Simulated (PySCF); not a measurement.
Energies from PySCF, thermal terms from the rigid-rotor harmonic-oscillator model, ideal gas at 1 bar. 'Table' is the NASA 1993 thermochemical table (part measured, part estimated). 6-31G* has spherical d functions here. Open shells (unrestricted): SiCl₃ (multiplicity 2). The harmonic model lacks anharmonicity and excited electronic states, which grow with temperature; levels with a mode under 35 cm⁻¹ are left out. The table's entry may be an old estimate for SiCl₃ (not checked at source).

Harmonic frequencies at HF/6-31G* (cm⁻¹): 180, 180, 261, 502, 619, 619. Point group C3v; S°(298 K) = 317.1 J/mol/K at this level.

Q: Work out Cp and S° of gaseous SiCl₃ at 500, 800, 1200, 1600, 2000 K from these, and set them beside the table.

A: 
```tsv
T (K)	Cp HF/6-31G*	Cp table	S° HF/6-31G*	S° table
500	77.3	77.9	355.3	356.8
800	80.7	80.9	392.5	394.2
1200	82.0	82.1	425.5	427.3
1600	82.5	82.6	449.2	451.0
2000	82.7	82.8	467.6	469.5
```
Units J/mol/K.
